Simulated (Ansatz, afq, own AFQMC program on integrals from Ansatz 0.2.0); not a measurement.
## H$_{3}$O⁺, singlet: AFQMC among the cluster methods

```xyz
4

O     0.0002   -0.0001   -0.0419
H     0.9410    0.0142    0.2253
H    -0.4835    0.8094    0.2180
H    -0.4600   -0.8219    0.2221
```

Basis cc-pVDZ. Only valence electrons are correlated. Integrals, coupled cluster, full CI and functionals: Ansatz 0.2.0; the random walks run on the same integrals in our own AFQMC program. The CISD trial takes its coefficients from CCSD amplitudes. Released means that phaseless walkers are propagated on without the constraint, phases kept. Uncertainties: one standard error, sampling alone.

Determinant: RHF, the one that the program's search chose, which needn't be the lowest solution. The geometry is a PBE0/def2-TZVP stationary point of this or a neighbouring charge and spin state.

No full CI on the walks' own integrals is used here; CCSDT(Q) serves as the reference and is uncertain by about the last step of the cluster series.

Cautions: the released energies are still falling, so no released level is given (meV from the phaseless value at times in 1/Eh: 3 ± 4 at 0.24, -5 ± 6 at 0.51, 0 ± 5 at 0.99, -8 ± 6 at 1.62, -18 ± 8 at 2.40), though the last usable value meets CCSDT(Q) within the noise.

The T1 diagnostic is 0.0060 and the weight of the determinant in the CISD state is 0.946. The size of the correlated space is 8 electrons in 28 orbitals.

| level | correlation energy (eV) |
| --- | --- |
| MP2 | -5.5241 |
| CCSD | -5.8284 |
| CCSD(T) | -5.9145 |

(1) Estimate where phaseless AFQMC with the Hartree–Fock trial lies against CCSD(T) on the same integrals.

(1) 3.7 ± 3.5 kJ/mol below CCSD(T). The gap is under twice the noise, so this walk alone can't tell the two apart.

Reference: CCSDT(Q), correlation energy -5.931 eV.

```json
{"level": "CCSD(T)", "E − E(reference) (kJ/mol)": "1.6", "share of correlation (%)": "99.73"}
{"level": "CCSDT", "E − E(reference) (kJ/mol)": "1.1", "share of correlation (%)": "99.81"}
{"level": "ph-AFQMC/HF", "E − E(reference) (kJ/mol)": "-2.1 ± 3.5", "share of correlation (%)": "100.36"}
{"level": "ph-AFQMC/CISD", "E − E(reference) (kJ/mol)": "0.5 ± 0.8", "share of correlation (%)": "99.91"}
```

A walk keeps the symmetry of its determinant, which the program's search chose and which needn't be the lowest solution, so a lower state of the same spin and another symmetry isn't excluded.
